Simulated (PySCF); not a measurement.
**Gas-phase XPS of `CCCNC=O`, computed**

Compound: C₄H₉NO.
Structure used (GFN2-xTB), in Å, numbered top down from 1:
```xyz
15
C4H9NO angstrom
C     -1.5797    0.6421   -0.1299
C     -1.0451   -0.7810   -0.2294
C      0.3217   -0.9229    0.4412
N      1.3277   -0.1121   -0.2088
C      1.9513    0.9060    0.4091
O      1.7983    1.2283    1.5601
H     -1.6841    0.9333    0.9121
H     -2.5507    0.7195   -0.6124
H     -0.9007    1.3436   -0.6095
H     -0.9644   -1.0745   -1.2794
H     -1.7388   -1.4694    0.2556
H      0.2746   -0.5787    1.4765
H      0.6372   -1.9723    0.4272
H      1.4937   -0.2824   -1.1880
H      2.6544    1.4284   -0.2688
```

Method used: delta-SCF UKS SCAN, pcX-2 on the ionised atom, pcseg-1 elsewhere, spin-free X2C in PySCF. These are vertical core ionisation energies against the vacuum level, from separate self-consistent calculations with and without the core hole.

Give the core binding energies atom by atom.

```
atom(s)                   environment  level  binding energy (eV)  above the level's lowest (eV)  count
     C1                 methyl carbon   C 1s               290.59                           0.00      1
     C2              chain CH2 carbon   C 1s               290.81                          +0.22      1
     C3  sp3 carbon bound to nitrogen   C 1s               291.73                          +1.14      1
     N4                amide nitrogen   N 1s               405.93                           0.00      1
     C5         amide carbonyl carbon   C 1s               293.61                          +3.02      1
     O6                  amide oxygen   O 1s               536.98                           0.00      1
```

The listed C 1s values span 3.02 eV, from C1 (bonded to C and 3 H) to C5 (bonded to O (double bond), N and H). The widest gap between neighbouring values is 1.88 eV, between 291.73 and 293.61 eV. Summing the Pauling electronegativity differences to the bonded atoms, each weighted by its formal bond order, gives -1.05 for the lowest site and +1.92 for the highest; no listed site has a larger sum than the highest.

Give the binding energy of C 1s of C2 in hartree and in kJ/mol.

290.81 eV = 10.6871 Eh = 28059 kJ/mol.

Which effective nuclear charge Zeff reproduces each element's mean 1s value in the hydrogen-like formula E = 13.606 eV × Zeff²?

C (Z = 6): mean 291.7 eV, Zeff = 4.63, Z − Zeff = 1.37; N (Z = 7): mean 405.9 eV, Zeff = 5.46, Z − Zeff = 1.54; O (Z = 8): mean 537.0 eV, Zeff = 6.28, Z − Zeff = 1.72. Means run over the listed sites, weighted by atom count.

The structure is a single GFN2-xTB conformer in the gas phase; no vibrational or solvent corrections.

Time: 65 s. Hardware: one thread of an x86-64 server (shared host).
